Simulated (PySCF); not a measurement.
Ligands exchanged one at a time, Si F-Br. Isolated molecules, 0 K electronic values unless said otherwise. Strings in code marks are SMILES.

The four lowest singlet excitations (Tamm–Dancoff). These are PBE-D3(BJ)/def2-TZVP in PySCF 2.14.0 values and carry that method's errors. Excitations are Tamm–Dancoff values on a coarser integration grid. The basis has no diffuse functions, so Rydberg states are missing or too high.

```csv
state,energy (eV),wavelength (nm),oscillator strength
S1,9.92,125,0.000
S2,9.92,125,0.000
S3,9.92,125,0.000
S4,11.04,112,0.105
```

Q: Which member gives these states?
A. `Br[Si](Br)(Br)Br`
B. `F[Si](F)(Br)Br`
C. `F[Si](Br)(Br)Br`
D. `F[Si](F)(F)F`

A: D, `F[Si](F)(F)F`
